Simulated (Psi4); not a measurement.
# A workflow on [AlH4]− (SMILES [AlH4-])

Aim: a geometry optimisation (PBE0-D4/def2-TZVP), then vibrational wavenumbers, then the energy (FNO-CCSD(T)/cc-pVTZ) of [AlH4]−. 

Program for the calculation: Psi4 1.11.

**1. The molecule**

[AlH4]− has 5 atoms, charge -1, and is taken as a singlet. SMILES: `[AlH4-]`. The shape comes from GFN2-xTB, which is rough for such elements, and wasn't checked as a minimum. The run starts from this shape.

Bond lengths: Al1–H2 1.628 Å, Al1–H3 1.628 Å, Al1–H4 1.628 Å, Al1–H5 1.627 Å. Angles: H2–Al1–H3 109.4°, H2–Al1–H4 109.5°, H2–Al1–H5 109.4°, H3–Al1–H4 109.5°, H3–Al1–H5 109.4°, H4–Al1–H5 109.6°.

**2. A structure relaxation at PBE0-D4/def2-TZVP (density fitting) (run 1)**

The input, input.dat:

```
memory 1.6 GB

molecule mol {
  -1 1
  Al    -0.00003779     0.00011338    -0.00204090
  H      2.72783856    -0.95293219     1.05146251
  H     -2.23548931    -1.14233944     1.77469850
  H     -0.38520177    -0.97723407    -2.89262268
  H     -0.10709078     3.07241122     0.06850257
  units au
  symmetry c1
}

set basis def2-TZVP
set geom_maxiter 60

e_tot, wfn = optimize('pbe0-d4', return_wfn=True)
```

Command:

```
$ psi4 -i input.dat -o output.dat -n 1
```

output.dat:

```text
Psi4 1.11 release

gradient() will perform analytic gradient computation.

   => Loading Basis Set <=

    Name: DEF2-TZVP
    Role: ORBITAL
    Keyword: BASIS

   => PBE0-D4(BJ,EEQ)ATM: Empirical Dispersion <=

        a1 =       0.400856
        a2 =       5.029288
       alp =      16.000000
        s6 =       1.000000
        s8 =       1.200655
        s9 =       1.000000
        ga =       3.000000
        gc =       2.000000
        wf =       6.000000

         ---------------------------------------------------------
                                   SCF
                              RKS Reference
                        1 Threads,   1525 MiB Core
         ---------------------------------------------------------

  ==> Geometry <==

    Molecular point group: c1
    Full point group: C1

    Geometry (in Bohr), charge = -1, multiplicity = 1:

       Center              X                  Y                   Z               Mass
    ------------   -----------------  -----------------  -----------------  -----------------
         AL          -0.000006754832     0.000017808370    -0.000331615904    26.981538530000
         H            2.727869595168    -0.953027761630     1.053171794096     1.007825032230
         H           -2.235458274832    -1.142435011630     1.776407784096     1.007825032230
         H           -0.385170734832    -0.977329641630    -2.890913395904     1.007825032230
         H           -0.107059744832     3.072315648370     0.070211854096     1.007825032230

  Running in c1 symmetry.

  Rotational constants: A =      2.37020  B =      2.36768  C =      2.36687 [cm^-1]
  Rotational constants: A =  71056.81698  B =  70981.25436  C =  70956.97822 [MHz]
  Nuclear repulsion =   18.102884363481468

  Charge       = -1
  Multiplicity = 1
  Electrons    = 18
  Nalpha       = 9
  Nbeta        = 9

  ==> Algorithm <==

  SCF Algorithm Type is DF.
  DIIS enabled.
  MOM disabled.
  Fractional occupation disabled.
  Guess Type is SAD.
  Energy threshold   = 1.00e-08
  Density threshold  = 1.00e-08
  Integral threshold = 1.00e-12

  ==> Primary Basis <==

  Basis Set: DEF2-TZVP
    Blend: DEF2-TZVP
    Number of shells: 29
    Number of basis functions: 61
    Number of Cartesian functions: 66
    Spherical Harmonics?: true
    Max angular momentum: 3

  ==> DFT Potential <==

   => LibXC <=

    Version 7.1.2

   => Composite Functional: PBE0-D4BJEEQATM <=

    PBE0-d4bjeeqatm Hyb-GGA Exchange-Correlation Functional

    Deriv               =              1
    GGA                 =           TRUE
    Meta                =          FALSE

    Exchange Hybrid     =           TRUE
    MP2 Hybrid          =          FALSE

   => Exchange Functionals <=

    0.7500   Perdew, Burke & Ernzerhof

   => Exact (HF) Exchange <=

    0.2500               HF

   => Correlation Functionals <=

    1.0000   Perdew, Burke & Ernzerhof

   => LibXC Density Thresholds  <==

    XC_HYB_GGA_XC_PBEH:  1.00E-15

   => Molecular Quadrature <=

    Radial Scheme          =       TREUTLER
    Pruning Scheme         =           NONE
    Nuclear Scheme         =       TREUTLER

    Blocking Scheme        =         OCTREE
    BS radius alpha        =              1
    Pruning alpha          =              1
    Radial Points          =             75
    Spherical Points       =            302
    Total Points           =         109812
    Total Blocks           =            879
    Max Points             =            256
    Max Functions          =             61
    Weights Tolerance      =       1.00E-15

   => Loading Basis Set <=

    Name: (DEF2-TZVP AUX)
    Role: JKFIT
    Keyword: DF_BASIS_SCF

  ==> Integral Setup <==

  DFHelper Memory: AOs need 0.007 GiB; user supplied 0.944 GiB.
  SCF_SUBTYPE=INCORE selected. In-core MEM_DF algorithm will be used.
  Using in-core AOs.

  ==> MemDFJK: Density-Fitted J/K Matrices <==

    J tasked:                   Yes
    K tasked:                   Yes
    wK tasked:                   No
    Memory [MiB]:               966
    Algorithm:                 Core
    Schwarz Cutoff:           1E-12
    Mask sparsity (%):       0.0000
    Fitting Condition:        1E-10

   => Auxiliary Basis Set <=

  Basis Set: (DEF2-TZVP AUX)
    Blend: DEF2-UNIVERSAL-JKFIT
    Number of shells: 62
    Number of basis functions: 200
    Number of Cartesian functions: 235
    Spherical Harmonics?: true
    Max angular momentum: 4

  Cached 100.0% of DFT collocation blocks in 0.174 [GiB].

  Minimum eigenvalue in the overlap matrix is 9.6180612505E-03.
  Reciprocal condition number of the overlap matrix is 2.0594633729E-03.
    Using symmetric orthogonalization.

  ==> Pre-Iterations <==

  SCF Guess: Superposition of Atomic Densities via on-the-fly atomic UHF (no occupation information).

   -------------------------
    Irrep   Nso     Nmo
   -------------------------
     A         61      61
   -------------------------
    Total      61      61
   -------------------------

  ==> Iterations <==

                           Total Energy        Delta E     RMS |[F,P]|

   @DF-RKS iter SAD:  -244.19448176667433   -2.44194e+02   0.00000e+00
[... 1 line left out ...]
   @DF-RKS iter   2:  -244.70771376838775   -5.79674e-02   3.39112e-03 ADIIS/DIIS
[... 1 line left out ...]
   @DF-RKS iter   4:  -244.72780885579658   -6.04077e-05   3.14377e-05 DIIS
[... 1 line left out ...]
   @DF-RKS iter   6:  -244.72781277836677   -6.10839e-08   2.94496e-07 DIIS
[... 1 line left out ...]
   @DF-RKS iter   8:  -244.72781277877584   -6.53699e-13   1.60070e-09 DIIS
[... 25 lines left out ...]
    Final Occupation by Irrep:
[... 9 lines left out ...]
    Nuclear Repulsion Energy =             18.1028843634814685
[... 1 line left out ...]
    Two-Electron Energy =                 132.0870858163436026
[... 1 line left out ...]
    Empirical Dispersion Energy =          -0.0027062510280948
[... 1 line left out ...]
    Total Energy =                       -244.7278127787758422
[... 15 lines left out ...]
 Dipole Y            :          0.0005992           -0.0002453            0.0003539
[... 74 lines left out ...]
    Weights Tolerance      =       1.00E-15
[... 49 lines left out ...]
	Measures of convergence in internal coordinates in au.
[... 6 lines left out ...]
	  Convergence Criteria     1.00e-06 *    3.00e-04 *             o    1.20e-03 *             o~
[... 120 lines left out ...]
                           Total Energy        Delta E     RMS |[F,P]|
[... 2 lines left out ...]
   @DF-RKS iter   1:  -244.72810521655975   -2.84653e-03   5.02778e-05 DIIS
[... 1 line left out ...]
   @DF-RKS iter   3:  -244.72810905287724   -5.49268e-07   1.38618e-06 DIIS
[... 1 line left out ...]
   @DF-RKS iter   5:  -244.72810905592078   -4.90729e-10   4.28852e-08 DIIS
[... 1 line left out ...]
  Energy and wave function converged.
[... 12 lines left out ...]
  @DF-RKS Final Energy:  -244.72810905592578
[... 4 lines left out ...]
    One-Electron Energy =                -379.2245641983639644
[... 1 line left out ...]
    DFT Exchange-Correlation Energy =     -15.2409793044819892
[... 1 line left out ...]
    VV10 Nonlocal Energy =                  0.0000000000000000
[... 15 lines left out ...]
 Dipole X            :         -0.0000952            0.0000527           -0.0000425
[... 1 line left out ...]
 Dipole Z            :         -0.0060474            0.0033481           -0.0026993
[... 90 lines left out ...]
	                                 ==> Convergence Check <==
[... 6 lines left out ...]
	   Step    Total Energy     Delta E     Max Force     RMS Force      Max Disp      RMS Disp
[... 71 lines left out ...]
    Weights Tolerance      =       1.00E-15
[... 21 lines left out ...]
   @DF-RKS iter   0:  -244.72796531053118   -2.44728e+02   2.05136e-05
[... 1 line left out ...]
   @DF-RKS iter   2:  -244.72810963699061   -8.55505e-09   9.74306e-07 DIIS
[... 1 line left out ...]
   @DF-RKS iter   4:  -244.72810963852132   -9.35074e-12   2.39732e-08 DIIS
[... 1 line left out ...]
  Energy and wave function converged.
[... 24 lines left out ...]
    Final Occupation by Irrep:
              A
    DOCC [     9 ]
    NA   [     9 ]
    NB   [     9 ]

  @DF-RKS Final Energy:  -244.72810963852282

   => Energetics <=

    Nuclear Repulsion Energy =             17.8954646099678278
    One-Electron Energy =                -379.2033691791543220
    Two-Electron Energy =                 131.8230152849059778
    DFT Exchange-Correlation Energy =     -15.2405234397577072
    Empirical Dispersion Energy =          -0.0026969144845719
    VV10 Nonlocal Energy =                  0.0000000000000000
    Total Energy =                       -244.7281096385228238

Computation Completed

Properties will be evaluated at   0.000000,   0.000000,   0.000000 [a0]

Properties computed using the SCF density matrix

 Multipole Moments:

 ------------------------------------------------------------------------------------
     Multipole            Electronic (a.u.)      Nuclear  (a.u.)        Total (a.u.)
 ------------------------------------------------------------------------------------

 L = 1.  Multiply by 2.5417464519 to convert [e a0] to [Debye]
 Dipole X            :         -0.0000507            0.0000286           -0.0000221
 Dipole Y            :          0.0000214           -0.0000055            0.0000159
 Dipole Z            :         -0.0042185            0.0023297           -0.0018887
 Magnitude           :                                                    0.0018889

 ------------------------------------------------------------------------------------

	total time  =          2 seconds =       0.03 minutes

         ------------------------------------------------------------
                                   SCF GRAD
         ------------------------------------------------------------

  ==> Geometry <==

    Molecular point group: c1
    Full point group: C1

    Geometry (in Bohr), charge = -1, multiplicity = 1:

       Center              X                  Y                   Z               Mass
    ------------   -----------------  -----------------  -----------------  -----------------
         AL          -0.000002075997     0.000000396753    -0.000169163571    26.981538530000
         H            2.760052739961    -0.964398468104     1.063479642641     1.007825032230
         H           -2.262290931178    -1.155844291988     1.795820302055     1.007825032230
         H           -0.389148264575    -0.988160604127    -2.924181022222     1.007825032230
         H           -0.108557965530     3.108392742322     0.069409932511     1.007825032230

  Nuclear repulsion =   17.895464609967828

   => Molecular Quadrature <=

    Radial Scheme          =       TREUTLER
    Pruning Scheme         =           NONE
    Nuclear Scheme         =       TREUTLER

    Blocking Scheme        =         OCTREE
    BS radius alpha        =              1
    Pruning alpha          =              1
    Radial Points          =             75
    Spherical Points       =            302
    Total Points           =         109825
    Total Blocks           =            879
    Max Points             =            255
    Max Functions          =             61
    Weights Tolerance      =       1.00E-15

  -Total Gradient:
     Atom            X                  Y                   Z
    ------   -----------------  -----------------  -----------------
       1       -0.000001848797     0.000002110758    -0.000107851265
       2       -0.000017465773     0.000002283617     0.000034459678
       3        0.000017945826     0.000010084045     0.000024549122
       4       -0.000004475228    -0.000007761257     0.000014979602
       5        0.000004325043    -0.000009825053     0.000034870469

	total time  =          0 seconds =       0.00 minutes

    			-----------------------------------------

    			 OPTKING 3.0: for geometry optimizations

    			        with contributions from

    			-----------------------------------------

	                            ===> Fragment 1 <==

	 Z (Atomic Numbers)          Masses                          Geom
	      13.000000            26.981539         -0.00000208  0.00000040 -0.00016916
	       1.000000             1.007825          2.76005274 -0.96439847  1.06347964
	       1.000000             1.007825         -2.26229093 -1.15584429  1.79582030
	       1.000000             1.007825         -0.38914826 -0.98816060 -2.92418102
	       1.000000             1.007825         -0.10855797  3.10839274  0.06940993

	 - Coordinate -           - BOHR/RAD -       - ANG/DEG -
	 R(1,2)           =         3.111160           1.646355
	 R(1,3)           =         3.111190           1.646371
	 R(1,4)           =         3.110907           1.646221
[... 18 lines of this table left out ...]
	 O(5,1,3,4)       =        -0.954878         -54.710451

	        --- Internal Coordinate Step in ANG or DEG, aJ/ANG or AJ/DEG ---
	-------------------------------------------------------------------------------
	           Coordinate      Previous         Force          Change          New
	           ----------      --------        ------          ------        ------
	               R(1,2)       1.64635        0.00004        0.00002       1.64638
	               R(1,3)       1.64637        0.00003        0.00002       1.64639
	               R(1,4)       1.64622        0.00009        0.00006       1.64628
[... 18 lines of this table left out ...]
	           O(5,1,3,4)     -54.71045       -0.00000       -0.00850     -54.71896
	-------------------------------------------------------------------------------

	                                 ==> Convergence Check <==

	Measures of convergence in internal coordinates in au.

	Criteria marked as inactive (o), active & met (*), and active & unmet ( ).

	----------------------------------------------------------------------------------------------
	   Step    Total Energy     Delta E     Max Force     RMS Force      Max Disp      RMS Disp
	----------------------------------------------------------------------------------------------
	  Convergence Criteria     1.00e-06 *    3.00e-04 *             o    1.20e-03 *             o
	----------------------------------------------------------------------------------------------
	     3    -244.72810964   -5.83e-07 *    2.58e-05 *    1.29e-05 o    4.80e-04 *    2.34e-04 o  ~
	----------------------------------------------------------------------------------------------

Next Geometry in Ang
	Fragment 1 (Ang)

	   Al   0.0000014123  -0.0000031869   0.0000930173
	    H   1.4606875298  -0.5103817923   0.5626503060
	    H  -1.1973161626  -0.6117078954   0.9502736533
	    H  -0.2058870892  -0.5228499446  -1.5473134329
	    H  -0.0574573779   1.6449374082   0.0366035057

    Final optimized geometry and variables:
    Molecular point group: c1
    Full point group: C1

    Geometry (in Bohr), charge = -1, multiplicity = 1:

    AL          -0.000002075997     0.000000396753    -0.000169163571
    H            2.760052739961    -0.964398468104     1.063479642641
    H           -2.262290931178    -1.155844291988     1.795820302055
    H           -0.389148264575    -0.988160604127    -2.924181022222
    H           -0.108557965530     3.108392742322     0.069409932511

    Psi4 run time: 0:00:07.24

[set-up sections that repeat, and orbital energies of the middle runs, are left out above]
```

On the terminal:

```text
Optimizer: Optimization complete!
```

Wall time 8.1 s (1 thread of Intel Xeon 6975P-C (Granite Rapids), shared host); peak memory 0.43 GiB.

Steps, from the record of the run:

| step | energy from the first frame kept (eV) | largest force (eV/Å) |
| --- | --- | --- |
| 0 | 0.0000 | 0.2187 |
| 1 | -0.0081 | 0.0107 |
| 2 | -0.0081 | 0.0056 |

After the run. Bond lengths: Al1–H2 1.646 Å, Al1–H3 1.646 Å, Al1–H4 1.646 Å, Al1–H5 1.646 Å. Angles: H2–Al1–H3 109.4°, H2–Al1–H4 109.5°, H2–Al1–H5 109.5°, H3–Al1–H4 109.5°, H3–Al1–H5 109.4°, H4–Al1–H5 109.5°.

[end of part 1 of 2]
